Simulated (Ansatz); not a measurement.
# H2O (singlet): inputs that go wrong at distance O1–H2 = 2.065 Å

4 inputs are run for H2O (singlet) as typed; the log has to tell whether the result can be used and what must change.

Method: the settings change from run to run; program: Ansatz 0.2.0, Gaussian basis.

21 further runs of the same task are left out: 12 that didn't finish, 9 set aside as unsound or not needed.

## (1) The system

The geometry derives from a PBE0/def2-TZVP stationary point (not a proven minimum). One bond is set to the value named and the two fragments are kept rigid.

3 atoms, charge 0, spin multiplicity 1.

Atoms are counted from 1 here; the program's logs count them from 0.

Bond lengths: O1–H3 0.960 Å.

## (2) Attempt 1

File in.yaml:

```yaml
crystal:
  periodic: [false, false, false]
  atoms:
    - {symbol: O, position_ang: [0.000000, -0.102945, 0.049089]}
    - {symbol: H, position_ang: [0.000000, 1.153294, -1.589840]}
    - {symbol: H, position_ang: [0.000000, 0.480783, 0.810639]}
basis:
  gaussian: {orbitals: "6-31++G**"}
magnetization: {spin_polarized: false}
correlation: {method: ccsd(t), electrons: all}
```

Started as:

```bash
$ ansatz run in.yaml --threads 1 --pin off --events-out ev --progress --plain --max-ram 2393MiB
```

Log:

```text
Error: YAML parse error: error: line 10 column 23: unknown variant `ccsd(t)`, expected one of mp2, rpa, ccsd, ccsd_t, bccd, bccd_t, ccsdt, ccsdt_q, ccsdt_q_b, ccsdtq, fci, sc_nevpt2, fic_nevpt4_sd, fic_mrcisd_q, fic_mrcisd_q_relaxed
  --> <input>:10:23
   |
 8 |   gaussian: {orbitals: "6-31++G**"}
 9 | magnetization: {spin_polarized: false}
10 | correlation: {method: ccsd(t), electrons: all}
   |                       ^ unknown variant `ccsd(t)`, expected one of mp2, rpa, ccsd, ccsd_t, bccd, bccd_t, ccsdt, ccsdt_q, ccsdt_q_b, ccsdtq, fci, sc_nevpt2, fic_nevpt4_sd, fic_mrcisd_q, fic_mrcisd_q_relaxed
```

It took 0.03 s on 1 thread of Arm Neoverse V2, shared host.

**Diagnosis.** The run was refused. The method's name isn't one that the program knows. Cure: name one from the list in the message.

## (3) Attempt 2

File in.yaml:

```yaml
crystal:
  periodic: [false, false, false]
  atoms:
    - {symbol: O, position_ang: [0.000000, -0.102945, 0.049089]}
    - {symbol: H, position_ang: [0.000000, 1.153294, -1.589840]}
    - {symbol: H, position_ang: [0.000000, 0.480783, 0.810639]}
basis:
  gaussian: {orbitals: "6-31G*"}
correlation: {method: sc_nevpt2, electrons: outside_noble_gas, active_space: {window: {electrons: 2, orbitals: 2}, states: [{multiplicity: 1, weights: [1, 1]}], root: 5}}
```

Same command.

Log:

```text
Error: the active space averages no state 5, counted from zero
```

Run time: 0.03 s. Hardware: 1 thread of Arm Neoverse V2, shared host.

Diagnosis: The run was refused. The root asked for lies beyond the states averaged. Fix: average more states or name a lower root.

## (4) Attempt 3

File in.yaml:

```yaml
crystal:
  periodic: [false, false, false]
  atoms:
    - {symbol: O, position_ang: [0.000000, -0.102945, 0.049089]}
    - {symbol: H, position_ang: [0.000000, 1.153294, -1.589840]}
    - {symbol: H, position_ang: [0.000000, 0.480783, 0.810639]}
basis:
  gaussian: {orbitals: "6-31++G**"}
correlation: {method: fic_mrcisd_q, electrons: all, active_space: {window: {electrons: 2, orbitals: 2}, places: [1, 2]}}
```

Same command.

Log:

```text
Error: invalid value for `correlation.active_space`: name one of window, places and ras
```

Run time: 0.03 s. Hardware: 1 thread of Arm Neoverse V2, shared host.

Diagnosis: The run was refused. The active space is defined twice. Cure: keep one definition.

## (5) Attempt 4

File in.yaml:

```yaml
crystal:
  periodic: [false, false, false]
  atoms:
    - {symbol: O, position_ang: [0.000000, -0.102945, 0.049089]}
    - {symbol: H, position_ang: [0.000000, 1.153294, -1.589840]}
    - {symbol: H, position_ang: [0.000000, 0.480783, 0.810639]}
basis:
  gaussian: {orbitals: "6-31G*"}
magnetization: {spin_polarized: false}
correlation: {method: fic_mrcisd_q, electrons: valence}
```

Same command.

Log:

```text
Error: this correlation method needs an active space: name one as the reference
```

It took 0.03 s on 1 thread of Arm Neoverse V2, shared host.

Diagnosis: The run was refused. This method needs an active space and has none. Fix: add an active_space block.

## (6) Summary

```tsv
attempt	level	ended	cause	time
1	'ccsd(t)'/6-31++G**	refused	the method's name isn't one that the program knows	0.03 s
2	NEVPT2(2,2)/6-31G*	refused	the root asked for lies beyond the states averaged	0.03 s
3	MRCISD+Q(2,2)/6-31++G**	refused	the active space is defined twice	0.03 s
4	'fic_mrcisd_q'/6-31G*	refused	this method needs an active space and has none	0.03 s
```

4 refused.
